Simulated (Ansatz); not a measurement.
**The cluster WSe2: geometry, orbitals and charge**

Aim: characterise the cluster WSe2 as a singlet: its structure, frontier levels and distribution of charge.

The runs use Ansatz 0.2.0, Gaussian basis; RKS PBE0-D4/def2-TZVP.

Plan: relaxation at PBE-D4/def2-TZVP; a search for the lowest solution at PBE0-D4/def2-SVP; a single point at PBE0-D4/def2-TZVP.

**1. The system as given**

3 atoms, charge 0, spin multiplicity 1.

Atoms are counted from 1 here; the program's logs count them from 0.

Bond lengths: W1–Se2 2.360 Å, W1–Se3 2.576 Å, Se2–Se3 2.262 Å. Angles: Se2–W1–Se3 54.3°, W1–Se2–Se3 67.7°, W1–Se3–Se2 57.9°.

W takes a core potential in the def2 sets. No spin-orbit coupling is included.

The start is a GFN1-xTB geometry.

**2. Relaxation at PBE-D4/def2-TZVP**

in.yaml

```yaml
crystal:
  periodic: [false, false, false]
  atoms:
    - {symbol: W, position_ang: [1.052340, -0.915530, -0.445120]}
    - {symbol: Se, position_ang: [-0.979630, -0.476230, 0.670930]}
    - {symbol: Se, position_ang: [-0.072710, 1.391760, -0.225810]}
basis:
  gaussian: {orbitals: def2-TZVP}
hamiltonian: {xc: pbe, dispersion: d4}
scf: {lower_state_search: "off"}
output: {orbitals: {seedname: orbitals}}
relax: {f_tol: 0.02, max_steps: 100}
```

The run is started by

```
$ ansatz run in.yaml --threads 4 --pin off --events-out ev --progress --plain --max-ram 3916MiB
```

The runs that follow: Searching for the lowest solution, PBE0-D4/def2-SVP; Single point, PBE0-D4/def2-TZVP.

Before running them: what should the planned runs give, taken together? Wanted: point group; near neighbours of the metal; HOMO, LUMO at PBE0-D4/def2-TZVP; charge on the metal; dipole at PBE-D4/def2-TZVP.

The runs gave:

| quantity | value |
| --- | --- |
| point group | C2v |
| near neighbours of the metal | Se 2.24, Se 2.24 Å |
| HOMO, LUMO at PBE0-D4/def2-TZVP | -6.02, -3.71 eV |
| charge on the metal (Mulliken, PBE0-D4/def2-TZVP) | +0.38 e |
| dipole at PBE-D4/def2-TZVP | 1.69 D |

The relaxation broke 1 and made 0 bonds, so the end is another structure than the start. No usable vibrations, so a minimum isn't proven. Whether this spin is the lowest isn't tested here.
